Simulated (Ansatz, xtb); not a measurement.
Species: C$_{4}$H$_{4}$N, charge -1, multiplicity 1. It need not be the lowest isomer of its formula. Whether it binds its extra electron was not tested at this geometry. SMILES: [c-]1[nH]ccc1
Coordinates optimised at B3LYP-D3(BJ)/def2-TZVP (Ansatz, a program for electronic structure):
```
C
C 1 1.3779
H 2 1.0817 1 131.18
H 1 1.0839 2 125.18 3 0.00
N 2 1.3854 3 122.91 1 -180.00
H 5 1.0038 2 122.88 3 0.00
C 5 1.3947 6 122.39 2 180.00
C 7 1.4084 5 101.16 6 180.00
H 8 1.0846 7 124.10 5 180.00
```
Charge -1, spin multiplicity 1.

Harmonic wavenumbers from GFN2-xTB (xtb, at its own minimum), cm⁻¹: 472, 558, 610, 640, 771, 805, 817, 833, 1015, 1052, 1103, 1125, 1195, 1282, 1357, 1390, 1530, 2902, 2928, 2965, 3362.

Question: Give the harmonic wavenumbers at B3LYP-D3(BJ)/def2-TZVP (Ansatz, finite differences of forces, unscaled).

Answer: 459, 539, 623, 653, 716, 749, 861, 892, 1002, 1010, 1092, 1124, 1170, 1322, 1370, 1388, 1521, 3133, 3153, 3184, 3624 cm⁻¹. Zero-point energy 42.3 kcal/mol.

Question: From these and the geometry, give the ideal-gas thermochemistry at 298.15 K and 1 atm (rigid rotor, harmonic oscillator).

Answer: Point group Cs, rotational symmetry number 1. Rotational constants 9.463, 9.32, 4.696 GHz. S(trans) 38.48, S(rot) 24.17, S(vib) 3.39, S(elec, spin only) 0.00, S 66.0 cal/(mol K). H(298) - H(0) 3.14 kcal/mol; G - E(el) 25.7 kcal/mol.
